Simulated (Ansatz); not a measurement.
System: black phosphorus. Method: PBEsol (Ansatz, an electronic-structure program, PAW).

Numerical settings: plane-wave cutoff 500 eV, 12×12×10 k mesh (along the axes of the cell as run), Fermi–Dirac smearing 0.05 eV, scalar-relativistic PAW data made under PBE.

Computed at the level's own relaxed cell.

Estimate the equilibrium volume per atom, lattice parameter a, lattice parameter b and c axis length that the calculation returns.


- equilibrium volume per atom: 17.92 Å³/atom
- lattice parameter a: 3.317 Å
- lattice parameter b: 10.297 Å
- c axis length: 4.197 Å

The run finds no gap.

Measured, for comparison: equilibrium volume per atom 18.97 Å³/atom (temperature not stated, not corrected to a static lattice; as tabulated in Appalakondaiah et al. (2012), arXiv:1211.3512). Computed (rounded) less measured: equilibrium volume per atom -5.5 %.

Note: the cell comes from a level without a dispersion term, which matters for the spacing of layers, chains or molecules.

The computed numbers hold no vibrational or temperature effects.

The result took very roughly 4 core-minutes.
